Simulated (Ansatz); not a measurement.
Input file for Ansatz (a first-principles code): R-PBE/def2-TZVPPD on H2O (SMILES O) with ghost functions. Files ending in .json are basis or fitting sets from the Basis Set Exchange.

Ansatz 0.2 input:
```yaml
crystal:
  periodic: [false, false, false]
  atoms:
    - {symbol: O, position_ang: [1.99752489, 0.34491229, -0.00089819]}
    - {symbol: H, position_ang: [2.43672889, 0.73306429, -0.76077019]}
    - {symbol: H, position_ang: [2.43540889, 0.74751629, 0.75219181]}
basis:
  gaussian:
    orbitals: def2-TZVPPD.json
    ghost_atoms:
      - {symbol: O, position_ang: [-0.95088611, 0.44249829, -0.00338119]}
      - {symbol: H, position_ang: [0.01338289, 0.41002629, -0.00302719]}
      - {symbol: C, position_ang: [-1.41231511, -0.89295371, 0.00489181]}
      - {symbol: H, position_ang: [-2.49860111, -0.86156671, 0.00402881]}
      - {symbol: H, position_ang: [-1.09029011, -1.45243771, -0.87663719]}
      - {symbol: H, position_ang: [-1.09135211, -1.44113271, 0.89388481]}
hamiltonian:
  xc: {name: PBE}
scf: {lower_state_search: off}
```

Output:

```
WARN ansatz: RAYON_NUM_THREADS=1 ignored (pool sized by the plan → 1); use --threads N
Functional definition: PBE
these checks for a lower state are left out or cut short: stability, starts, cluster_reference, orbital_swaps, neighbouring_geometries, increment
integrals: 0.08 GiB planned
848 factors; their error is unknown
mean field: 0.80 GiB planned
mean field evaluation 1: about -2072.8489 eV, gradient 6.0e1 eV
mean field evaluation 2: about -2042.8294 eV, gradient 1.3e2 eV
mean field evaluation 4: about -2078.5022 eV, gradient 1.2e0 eV
mean field evaluation 8: about -2078.5010 eV, gradient 2.3e-1 eV
mean field -2078.50107417 eV, -76.3835056170 hartree, gradient 3.6e-6 eV, S^2 0.000000; 0 other end points of the search recorded, 0 dependent functions left out
reference -2078.50111427 eV, -76.3835070908 hartree; 5, 5 occupied and 214, 214 virtual orbitals, 848 factors
Total energy: -2078.50111427 eV, -76.3835070908 hartree
Checks for a lower state left out: stability, starts, cluster_reference, orbital_swaps, neighbouring_geometries, increment
```

Self-consistency was reached.

Cost: very roughly 1.7 core-seconds.
